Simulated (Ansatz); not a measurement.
Born–Oppenheimer molecular dynamics of CH$_{4}$AlF (7 atoms, charge 0, multiplicity 1). It starts from a relaxed structure.

These are results of RKS PBE-D4/def2-TZVP (Ansatz), not measurements.

- ensemble: NVT, Nosé–Hoover chain
- time step: 0.25 fs
- steps asked: 300
- set temperature: 500 K
- thermostat: time constant 50 fs, chain length 5
- seed: 319794

First frame:

```xyz
7
Properties=species:S:1:pos:R:3
Al -0.003 0.006 -0.037
F 0.005 -0.004 1.636
C 1.706 0.013 -0.973
H 2.049 -1.021 -1.147
H 1.628 0.495 -1.959
H 2.492 0.520 -0.395
H -1.442 -0.010 -0.711
```

Task: How far do the bonds stretch over the last three quarters of this one trajectory? (Pairs bonded in most of those frames.)

Result: 
```json
{"bond": "Al1–F2", "mean (Å)": "1.672", "spread (Å)": "0.016", "shortest": "1.65", "longest": "1.70"}
{"bond": "Al1–C3", "mean (Å)": "1.951", "spread (Å)": "0.055", "shortest": "1.86", "longest": "2.03"}
{"bond": "Al1–H7", "mean (Å)": "1.602", "spread (Å)": "0.086", "shortest": "1.47", "longest": "1.73"}
{"bond": "C3–H4", "mean (Å)": "1.107", "spread (Å)": "0.019", "shortest": "1.08", "longest": "1.14"}
{"bond": "C3–H5", "mean (Å)": "1.101", "spread (Å)": "0.019", "shortest": "1.06", "longest": "1.13"}
{"bond": "C3–H6", "mean (Å)": "1.111", "spread (Å)": "0.051", "shortest": "1.03", "longest": "1.19"}
```

Mean temperature of the second half: 343 K. The conserved energy stayed within 0.13 meV per atom of its start (net change 0.13 meV per atom), so the integration is sound. The mean temperature of the second half is 31 % below the set value. A run of 0.075 ps of so small a system gives no equilibrium averages.

Time of the run: 6 min on 2 threads of Arm Neoverse V2, with other jobs on the host, peak memory 0.17 GiB.
